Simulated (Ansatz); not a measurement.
**CCSD(T)/STO-3G run of SiF2 (SMILES F[Si]F)**

Aim: the energy change on altering one bond length of SiF2 at CCSD(T)/STO-3G, from 2 runs. 

Program for the calculation: Ansatz 0.2.0.

41 further runs of the same task are left out: 3 that didn't finish, 38 set aside as unsound or not needed.

### 1 The molecule

SiF2: 3 atoms, total charge 0, spin state singlet. SMILES: `F[Si]F`. The shape is that of a PBE0-D4/def2-TZVP optimisation.

Bond lengths: F1–Si2 1.602 Å, Si2–F3 1.602 Å. Angles: F1–Si2–F3 100.6°.

### 2 The energy at CCSD(T)/STO-3G

The input, run.yaml:

```yaml
crystal:
  periodic: [false, false, false]
  atoms:
    - {symbol: F, position_ang: [0.166300, 1.246800, 0.229400]}
    - {symbol: Si, position_ang: [-0.594900, -0.046400, -0.330100]}
    - {symbol: F, position_ang: [0.428600, -1.200400, 0.100700]}
basis:
  gaussian:
    orbitals: STO-3G
correlation:
  method: ccsd_t
  frozen_orbitals: {F: 1, Si: 5}
accuracy: high
scf:
  omitted_lower_state_checks: [cluster_reference, increment]
```

Run with:

```console
$ ansatz run run.yaml --threads 1 --pin off --max-ram 2610MiB --events-out events.jsonl --progress --plain --runs-dir runs
```

The program printed (excerpt; [...] marks lines left out):

```text
Warning: RAYON_NUM_THREADS=1 ignored (pool sized by the plan → 1); use --threads N
Functional definition: HF
  name "HF"
[...]
337 factors; integrals over basis functions are off by at most 2.4e-8 eV
[...]
mean field -13107.28653165 eV, -481.6838956002 hartree, gradient 4.8e-8 eV, S^2 0.000000; 0 other end points of the search recorded, 0 dependent functions left out
7 core orbitals not correlated: weight in the atoms' cores, before any rotation towards them, 1.000 or more for the frozen orbitals, at most 0.000 for the correlated occupied ones
reference -13107.28653165 eV, -481.6838956002 hartree; 9, 9 occupied and 3, 3 virtual orbitals, 337 factors
second order -1.90176254 eV of doubles, -0.00000000 eV of singles
cycle   1  -1.93405700 eV  change   -3.2e-2 eV  update   1.0e-1
[...]
cycle  19  -2.20915308 eV  change   3.7e-10 eV  update   1.3e-9
perturbative correction -0.24524477 eV, -0.0090125791 hartree
Total energy: -13109.74092950 eV, -481.7740930574 hartree
Checks for a lower state left out: cluster_reference, increment
```

Run time: 0.2 s. Hardware: 1 thread of Arm Neoverse V1, shared host.

### 3 The distorted shape at the same level

The input, input.yaml:

```yaml
crystal:
  periodic: [false, false, false]
  atoms:
    - {symbol: F, position_ang: [-0.089577, 1.535303, 0.121699]}
    - {symbol: Si, position_ang: [-0.850777, 0.242103, -0.437801]}
    - {symbol: F, position_ang: [0.428600, -1.200400, 0.100700]}
basis:
  gaussian: {orbitals: STO-3G}
correlation: {method: ccsd_t, frozen_orbitals: {F: 1, Si: 5}}
accuracy: high
scf: {omitted_lower_state_checks: [cluster_reference, increment]}
```

Run with:

```console
$ ansatz run input.yaml --threads 1 --pin off --max-ram 2610MiB --events-out events.jsonl --progress --plain --runs-dir runs
```

The program printed (excerpt; [...] marks lines left out):

```text
Warning: RAYON_NUM_THREADS=1 ignored (pool sized by the plan → 1); use --threads N
[... 2 set-up lines as earlier in the session ...]
[...]
328 factors; integrals over basis functions are off by at most 2.6e-8 eV
[...]
mean field -13105.33537203 eV, -481.6121918066 hartree, gradient 2.5e-8 eV, S^2 0.000000; 0 other end points of the search recorded, 0 dependent functions left out; unrestricted orbitals would lower it
7 core orbitals not correlated: weight in the atoms' cores, before any rotation towards them, 1.000 or more for the frozen orbitals, at most 0.000 for the correlated occupied ones
reference -13105.33537203 eV, -481.6121918066 hartree; 9, 9 occupied and 3, 3 virtual orbitals, 328 factors
second order -2.19728129 eV of doubles, -0.00000000 eV of singles
cycle   1  -2.33526362 eV  change   -1.4e-1 eV  update   1.3e-1
[...]
cycle  26  -2.74167695 eV  change   -1.0e-9 eV  update  7.2e-10
perturbative correction -0.27954494 eV, -0.0102730872 hartree
Total energy: -13108.35659393 eV, -481.7232196635 hartree
Checks for a lower state left out: cluster_reference, increment
```

Wall time 0.2 s (1 thread of Arm Neoverse V1, shared host).

### 4 Outcome

At CCSD(T)/STO-3G, 7 core orbitals frozen:

| quantity | value |
| --- | --- |
| first shape: total energy | -481.77409 Eh |
| first shape: correlation energy (7 core orbitals frozen) | -90.2 mEh |
| first shape: (T) correction | -9.01 mEh |
| first shape: T1 diagnostic | 0.021 |
| distorted shape: total energy | -481.72322 Eh |
| distorted shape: correlation energy (7 core orbitals frozen) | -111.0 mEh |
| distorted shape: (T) correction | -10.27 mEh |
| distorted shape: T1 diagnostic | 0.027 |
| energy change with the Si2–F3 bond stretched from 1.602 to 2.002 Å | 1.384 eV |

In words: With the Si2–F3 bond stretched from 1.602 to 2.002 Å the energy rises by 1.38 eV (32 kcal/mol). The first shape isn't relaxed at this level, so the change isn't measured from a minimum. The minimal basis adds a large error of its own. The T1 diagnostic (first shape) of 0.021 is above the customary mark for such species, so a single reference may not serve. The triples (first shape) make up 10.0 % of the correlation energy. The T1 diagnostic (distorted shape) of 0.027 is above the customary mark for such species, so a single reference may not serve. The restricted solution (distorted shape) is unstable to spin breaking: an unrestricted one lies lower. The triples (distorted shape) make up 9.3 % of the correlation energy.
